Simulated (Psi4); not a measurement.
**revPBE/6-31G(d) (spherical functions) run of C4H8O2 (1,4-dioxane)**

Aim: the vertical ionisation energy of C4H8O2 (1,4-dioxane) at revPBE/6-31G* (spherical functions), from 2 runs. 

The calculation is run with Psi4 1.11.

1 further run of the same task is left out (set aside as unsound or not needed).

### 1 The structure to begin with

The species is C4H8O2 (14 atoms), meant as a singlet with charge 0. As SMILES, `C1COCCO1`. Geometry: relaxed at PBE0-D4/def2-TZVP. This is one conformer, not always the lowest.

Bond lengths: C1–C2 1.512 Å, C2–O3 1.411 Å, O3–C4 1.411 Å, C4–C5 1.512 Å, C1–O6 1.411 Å, C5–O6 1.411 Å, C1–H7 1.101 Å, C1–H8 1.092 Å, C2–H9 1.101 Å, C2–H10 1.092 Å, C4–H11 1.092 Å, C4–H12 1.101 Å, C5–H13 1.092 Å, C5–H14 1.101 Å. Some angles: C1–C2–O3 110.8°, C2–C1–O6 110.8°, C2–O3–C4 110.4°, O3–C4–C5 110.8°, C4–C5–O6 110.8°, C1–O6–C5 110.4°, C1–C2–H9 109.5°, C1–C2–H10 110.9°, O3–C2–H9 109.9°, O3–C2–H10 107.1°.

### 2 Energy and gradient at revPBE/6-31G(d) (spherical functions)

Input file c4h8o2.xyz:

```xyz
14
C4H8O2
C      0.075620     1.378970     0.084180
C      1.271750     0.472860     0.270990
O      0.873400    -0.783850     0.773660
C     -0.075620    -1.378970    -0.084180
C     -1.271750    -0.472860    -0.270990
O     -0.873400     0.783850    -0.773660
H     -0.382830     1.588760     1.062700
H      0.372440     2.325260    -0.373450
H      1.789570     0.344670    -0.691890
H      1.973270     0.898690     0.991770
H     -0.372440    -2.325260     0.373450
H      0.382830    -1.588760    -1.062700
H     -1.973260    -0.898690    -0.991770
H     -1.789560    -0.344670     0.691890
```

Input file run.py:

```python
import numpy as np
from ase.calculators.psi4 import Psi4
from ase.io import read

mol = read('c4h8o2.xyz')
calc = Psi4(atoms=mol, method='revpbe', basis='6-31G*', memory='2200MB', num_threads=1, charge=0, multiplicity=1, label='psi4-calc')
calc.psi4.set_options({'puream': True, 'e_convergence': 1e-09, 'd_convergence': 1e-08, 'scf_type': 'pk', 'dft_radial_points': 99, 'dft_spherical_points': 590})
mol.calc = calc

forces = mol.get_forces()
print(f'energy: {mol.get_potential_energy():.6f} eV')
print('forces / eV A^-1')
print(np.round(forces, 5))
```

The run is started by

```console
$ python run.py
```

psi4-calc.dat:

```text
[...]
  Running in c1 symmetry.
[...]
  Nuclear repulsion =  265.826298846471218
[...]
  Multiplicity = 1
[...]
  Nalpha       = 24
  Nbeta        = 24
[...]
    Number of basis functions: 100
[...]
   @RKS iter   1:  -307.20457901534814   -2.00340e-02   8.09606e-03 ADIIS/DIIS
[...]
   @RKS iter  10:  -307.55044185821873   -6.30962e-12   3.72902e-09 DIIS
[...]
    Orbital Energies [Eh]
    ---------------------
    Doubly Occupied:
       1A    -18.780110     2A    -18.780068     3A     -9.939625
       4A     -9.939596     5A     -9.939573     6A     -9.939546
       7A     -0.970364     8A     -0.932403     9A     -0.708505
      10A     -0.625144    11A     -0.600403    12A     -0.514828
      13A     -0.451231    14A     -0.431637    15A     -0.425009
      16A     -0.421439    17A     -0.389875    18A     -0.349015
      19A     -0.322583    20A     -0.313847    21A     -0.307426
      22A     -0.249689    23A     -0.225700    24A     -0.184169
[...]
  @RKS Final Energy:  -307.55044185821873
   => Energetics <=
    Nuclear Repulsion Energy =            265.8262988464712180
    One-Electron Energy =                -945.0878362772905348
    Two-Electron Energy =                 413.5833399735701050
    DFT Exchange-Correlation Energy =     -41.8722444009695280
    Empirical Dispersion Energy =           0.0000000000000000
    VV10 Nonlocal Energy =                  0.0000000000000000
    Total Energy =                       -307.5504418582187327
[...]
 Multipole Moments:
 ------------------------------------------------------------------------------------
     Multipole            Electronic (a.u.)      Nuclear  (a.u.)        Total (a.u.)
 ------------------------------------------------------------------------------------
 L = 1.  Multiply by 2.5417464519 to convert [e a0] to [Debye]
 Dipole X            :         -0.0000187            0.0000170           -0.0000017
 Dipole Y            :         -0.0000011           -0.0000000           -0.0000011
 Dipole Z            :         -0.0000000           -0.0000000           -0.0000000
 Magnitude           :                                                    0.0000020
[...]
  -Total Gradient:
     Atom            X                  Y                   Z
    ------   -----------------  -----------------  -----------------
       1       -0.001518971328    -0.006093437877    -0.003507847867
       2       -0.005794274430    -0.003957991012     0.001588571525
       3       -0.007002348805     0.008389456288    -0.017161441954
       4        0.001518461215     0.006093381654     0.003508078062
       5        0.005789415388     0.003957190638    -0.001588981941
       6        0.007002089351    -0.008389810355     0.017161540192
       7        0.002620992316    -0.002241961308    -0.007743153593
       8       -0.001398276799    -0.007355034166     0.003497020074
       9       -0.004309893220    -0.000083048905     0.007293257375
      10       -0.005758213543    -0.002481034346    -0.005385126223
      11        0.001398307204     0.007355040404    -0.003497040425
      12       -0.002621047722     0.002242003002     0.007743136144
[...]
```

The script printed:

```text
energy: -8368.873795 eV
forces / eV A^-1
[[ 0.07811  0.31334  0.18038]
 [ 0.29795  0.20353 -0.08169]
 [ 0.36008 -0.4314   0.88248]
 [-0.07808 -0.31333 -0.18039]
 [-0.2977  -0.20349  0.08171]
 [-0.36006  0.43142 -0.88248]
 [-0.13478  0.11529  0.39817]
 [ 0.0719   0.37821 -0.17982]
 [ 0.22162  0.00427 -0.37503]
 [ 0.2961   0.12758  0.27691]
 [-0.0719  -0.37821  0.17983]
 [ 0.13478 -0.11529 -0.39817]
 [-0.29627 -0.12765 -0.27702]
 [-0.22174 -0.00426  0.37514]]
```

Wall time 68 s (1 thread of Intel Xeon Platinum 8259CL at 2.50GHz (Skylake/Cascade Lake), shared host); peak memory 1.1 GiB.

### 3 The doublet cation: a single-point energy at U-revPBE/6-31G(d) (spherical functions)

Input file calc.py:

```python
import psi4

psi4.set_memory('2200 MB')
psi4.set_num_threads(1)
psi4.core.set_output_file('psi4.out', False)

molecule = psi4.geometry("""
1 2
C      0.14290109     2.60587563     0.15907715
C      2.40325920     0.89357590     0.51209688
O      1.65048680    -1.48126182     1.46200551
C     -0.14290109    -2.60587563    -0.15907715
C     -2.40325920    -0.89357590    -0.51209688
O     -1.65048680     1.48126182    -1.46200551
H     -0.72344385     3.00232128     2.00821195
H      0.70380960     4.39410457    -0.70571822
H      3.38179718     0.65133190    -1.30748261
H      3.72893987     1.69827797     1.87417368
H     -0.70380960    -4.39410457     0.70571822
H      0.72344385    -3.00232128    -2.00821195
H     -3.72892097    -1.69827797    -1.87417368
H     -3.38177828    -0.65133190     1.30748261
units bohr
symmetry c1
""")

psi4.set_options({
    'basis': '6-31G*',
    'reference': 'uks',
    'puream': True,
    'e_convergence': 1e-09,
    'd_convergence': 1e-08,
    'scf_type': 'pk',
    'dft_radial_points': 99,
    'dft_spherical_points': 590,
    'maxiter': 100,
})

result, w = psi4.energy('revpbe', return_wfn=True)
psi4.oeprop(w, 'QUADRUPOLE', 'WIBERG_LOWDIN_INDICES', 'MULLIKEN_CHARGES', title='REVPBE')
print(f'total energy {result:.8f} hartree = {result * 27.211386:.5f} eV')
```

The run is started by

```console
$ python calc.py
```

psi4.out:

```text
[...]
  Running in c1 symmetry.
[...]
  Nuclear repulsion =  265.826299038018590
[...]
  Multiplicity = 2
[...]
  Nalpha       = 24
  Nbeta        = 23
[...]
    Number of basis functions: 100
[...]
   @UKS iter   1:  -307.05177899922927    1.32766e-01   6.05964e-03 DIIS/ADIIS
[...]
   @UKS iter  12:  -307.24537703990535   -7.33280e-12   4.78755e-09 DIIS
[...]
   @S^2 Observed:                7.514305950E-01
[...]
    Orbital Energies [Eh]
    ---------------------
    Alpha Occupied:
       1A    -19.070276     2A    -19.070234     3A    -10.177316
       4A    -10.177286     5A    -10.177267     6A    -10.177241
       7A     -1.239770     8A     -1.205020     9A     -0.950386
      10A     -0.870954    11A     -0.842105    12A     -0.748580
      13A     -0.693427    14A     -0.685054    15A     -0.659110
      16A     -0.648090    17A     -0.638608    18A     -0.580830
      19A     -0.578156    20A     -0.551643    21A     -0.541404
      22A     -0.495375    23A     -0.492705    24A     -0.456817
    Alpha Virtual:
      25A     -0.161549    26A     -0.120328    27A     -0.102860
[...]
  @UKS Final Energy:  -307.24537703990535
   => Energetics <=
    Nuclear Repulsion Energy =            265.8262990380185897
    One-Electron Energy =                -933.3915697367651774
    Two-Electron Energy =                 401.8163875720122746
    DFT Exchange-Correlation Energy =     -41.4964939131709798
    Empirical Dispersion Energy =           0.0000000000000000
    VV10 Nonlocal Energy =                  0.0000000000000000
    Total Energy =                       -307.2453770399053496
[...]
 Multipole Moments:
 ------------------------------------------------------------------------------------
     Multipole            Electronic (a.u.)      Nuclear  (a.u.)        Total (a.u.)
 ------------------------------------------------------------------------------------
 L = 1.  Multiply by 2.5417464519 to convert [e a0] to [Debye]
 Dipole X            :         -0.0000148            0.0000170            0.0000022
 Dipole Y            :         -0.0000005            0.0000000           -0.0000005
 Dipole Z            :         -0.0000005            0.0000000           -0.0000005
 Magnitude           :                                                    0.0000023
 L = 2.  Multiply by 1.3450342976 to convert [e a0^2] to [Debye ang]
 Quadrupole XX       :       -185.2805119          165.8588714          -19.4216405
 Quadrupole XY       :         -6.7005373           10.0337318            3.3331945
[...]
  Mulliken Charges: (a.u.)
   Center  Symbol    Alpha    Beta     Spin     Total
       1     C     3.09084  3.04529  0.04554 -0.13613
       2     C     3.09084  3.04529  0.04554 -0.13613
       3     O     4.29805  3.96002  0.33803 -0.25808
       4     C     3.09084  3.04529  0.04555 -0.13613
       5     C     3.09084  3.04529  0.04555 -0.13613
       6     O     4.29805  3.96002  0.33803 -0.25808
       7     H     0.39096  0.35813  0.03284  0.25091
       8     H     0.36917  0.36657  0.00260  0.26426
       9     H     0.39097  0.35813  0.03284  0.25091
      10     H     0.36917  0.36657  0.00260  0.26426
      11     H     0.36917  0.36657  0.00260  0.26426
[...]
```

On the terminal:

```text
total energy -307.24537704 hartree = -8360.57255 eV
```

Run time: 97 s. Hardware: 1 thread of Intel Xeon Platinum 8259CL at 2.50GHz (Skylake/Cascade Lake), shared host; peak memory 1.1 GiB.

### 4 What came out

At revPBE/6-31G* (spherical functions):

```
                                          quantity          value
                      singlet C4H8O2: total energy  -307.55044 Eh
                     singlet C4H8O2: dipole moment         0.00 D
                       singlet C4H8O2: HOMO energy       -5.01 eV
                       singlet C4H8O2: LUMO energy        1.99 eV
                     singlet C4H8O2: HOMO–LUMO gap        7.00 eV
          singlet C4H8O2: largest force on an atom     1.046 eV/Å
                      doublet cation: total energy  -307.24538 Eh
doublet cation: HOMO energy (highest over α and β)      -12.43 eV
 doublet cation: LUMO energy (lowest over α and β)      -11.60 eV
                              doublet cation: ⟨S²⟩          0.751
vertical ionisation energy (to the doublet cation)       8.301 eV
```

In words: Removing an electron at fixed nuclei costs 8.30 eV (191 kcal/mol). The largest force (singlet C4H8O2) is 1.05 eV/Å: the shape isn't a stationary point for this species at this level. −ε(HOMO) before ionisation, 5.01 eV, is 3.29 eV below this ionisation energy. Mulliken charges (doublet cation) run from -0.26 on O3 to +0.26 on H8.
